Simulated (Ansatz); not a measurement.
# wB97M-V/aug-cc-pVTZ run of HOF (SMILES OF)

Aim: the energy change on altering one bond length of HOF at wB97M-V/aug-cc-pVTZ, from 2 runs. 

The calculation is run with Ansatz 0.2.0.

48 further runs of the same task are left out: 48 set aside as unsound or not needed.

## Step 1: The system as given

The species is HOF (3 atoms), meant as a singlet with charge 0. SMILES: `OF`. The shape is that of a PBE0-D4/def2-TZVP optimisation.

Bond lengths: O1–F2 1.406 Å, O1–H3 0.969 Å. Angles: F2–O1–H3 99.1°.

## Step 2: A single-point energy at wB97M-V/aug-cc-pVTZ

File job.yaml:

```yaml
crystal:
  periodic: [false, false, false]
  atoms:
    - {symbol: O, position_ang: [0.430590, -0.210340, 0.216330]}
    - {symbol: F, position_ang: [-0.221910, 1.014620, -0.010980]}
    - {symbol: H, position_ang: [-0.208690, -0.804280, -0.205350]}
basis:
  gaussian:
    orbitals: aug-cc-pVTZ
hamiltonian:
  xc: {name: wB97M-V}
accuracy: high
output: {orbitals: {seedname: orbitals}}
```

Run with:

```sh
$ ansatz run job.yaml --threads 1 --pin off --max-ram 3480MiB --events-out events.jsonl --progress --plain --runs-dir runs
```

The program printed:

```text
Warning: RAYON_NUM_THREADS=1 ignored (pool sized by the plan → 1); use --threads N
Functional definition: wB97M-V
  name "wB97M-V"
  parameter omega = 0.3/bohr
  parameter cx = 0.15
  parameter cx01 = 1.007
  parameter cx10 = 0.259
  parameter css00 = 0.443
  parameter css04 = -1.437
  parameter css10 = -4.535
  parameter css20 = -3.390
  parameter css43 = 4.278
  parameter cos00 = 1.000
  parameter cos10 = 1.358
  parameter cos20 = 2.924
  parameter cos21 = -8.812
  parameter cos60 = -1.390
  parameter cos61 = 9.142
  parameter b = 6.0
  parameter c = 0.01
  gx(w, u) = 1 - cx + cx01*u + cx10*w
  gss(w, u) = css00 + css04*u^4 + css10*w + css20*w^2 + css43*w^4*u^3
  gos(w, u) = cos00 + cos10*w + (cos20 + cos21*u)*w^2 + (cos60 + cos61*u)*w^6
  exchange = spin_sum(e_x_unif_sr(omega)*gx(b97_w, b97_u_x)) + cx*exact_x_sr(omega) + exact_x_lr(omega)
  correlation = spin_sum(e_c_pw_mod_same_spin*gss(b97_w, b97_u_same))
      + integral(e_c_pw_mod_opposite_spin*gos(b97_w_opposite, b97_u_opposite)) + vv10(b, c)
1764 factors; integrals over basis functions are off by at most 3.3e-9 eV
275 factors; integrals over basis functions are off by at most 1.9e-9 eV
mean field evaluation 1: about -4776.4141 eV, gradient 2.4e1 eV
mean field evaluation 2: about -4776.8860 eV, gradient 1.8e1 eV
mean field evaluation 4: about -4777.3102 eV, gradient 1.3e0 eV
mean field evaluation 8: about -4777.3120 eV, gradient 4.2e-2 eV
mean field evaluation 16: about -4777.3120 eV, gradient 3.9e-5 eV
mean field -4777.31197773 eV, -175.5629770033 hartree, gradient 7.8e-8 eV, S^2 0.000000; 0 other end points of the search recorded, 0 dependent functions left out
reference -4777.31198222 eV, -175.5629771682 hartree; 9, 9 occupied and 106, 106 virtual orbitals, 1764 factors
Total energy: -4777.31198222 eV, -175.5629771682 hartree
```

Wall time 17 s (1 thread of Arm Neoverse V2, shared host); peak memory 0.39 GiB.

## Step 3: The distorted shape at the same level

File job.yaml:

```yaml
basis:
  gaussian: {orbitals: aug-cc-pVTZ}
crystal:
  periodic: [false, false, false]
  atoms:
    - symbol: O
      position_ang: [0.526465, -0.121265, 0.279571]
    - symbol: F
      position_ang: [-0.126035, 1.103695, 0.052261]
    - symbol: H
      position_ang: [-0.208690, -0.804280, -0.205350]
accuracy: high
output: {orbitals: {seedname: orbitals}}
hamiltonian: {xc: {name: wB97M-V}}
```

Run with:

```sh
$ ansatz run job.yaml --threads 1 --pin off --max-ram 3480MiB --events-out events.jsonl --progress --plain --runs-dir runs
```

The program printed (excerpt; [...] marks lines left out):

```text
Warning: RAYON_NUM_THREADS=1 ignored (pool sized by the plan → 1); use --threads N
Functional definition: wB97M-V
  name "wB97M-V"
[...]
  gx(w, u) = 1 - cx + cx01*u + cx10*w
  gss(w, u) = css00 + css04*u^4 + css10*w + css20*w^2 + css43*w^4*u^3
  gos(w, u) = cos00 + cos10*w + (cos20 + cos21*u)*w^2 + (cos60 + cos61*u)*w^6
[...]
      + integral(e_c_pw_mod_opposite_spin*gos(b97_w_opposite, b97_u_opposite)) + vv10(b, c)
1783 factors; integrals over basis functions are off by at most 2.7e-9 eV
283 factors; integrals over basis functions are off by at most 1.7e-9 eV
[...]
mean field -4776.93061597 eV, -175.5489622171 hartree, gradient 1.8e-8 eV, S^2 0.000000; 0 other end points of the search recorded, 0 dependent functions left out
reference -4776.93062048 eV, -175.5489623827 hartree; 9, 9 occupied and 106, 106 virtual orbitals, 1783 factors
Total energy: -4776.93062048 eV, -175.5489623827 hartree
```

Wall time 18 s (1 thread of Arm Neoverse V2, shared host); peak memory 0.39 GiB.

## Step 4: What came out

Level: wB97M-V/aug-cc-pVTZ.

| quantity | value |
| --- | --- |
| first shape: total energy | -175.56298 Eh |
| first shape: HOMO energy | -11.85 eV |
| first shape: LUMO energy | 0.22 eV |
| first shape: HOMO–LUMO gap | 12.08 eV |
| distorted shape: total energy | -175.54896 Eh |
| distorted shape: HOMO energy | -11.69 eV |
| distorted shape: LUMO energy | 0.05 eV |
| distorted shape: HOMO–LUMO gap | 11.75 eV |
| energy change with the O1–H3 bond stretched from 0.969 to 1.115 Å | 0.381 eV |

In words: With the O1–H3 bond stretched from 0.969 to 1.115 Å the energy rises by 0.38 eV (8.8 kcal/mol). The first shape isn't relaxed at this level, so the change isn't measured from a minimum.
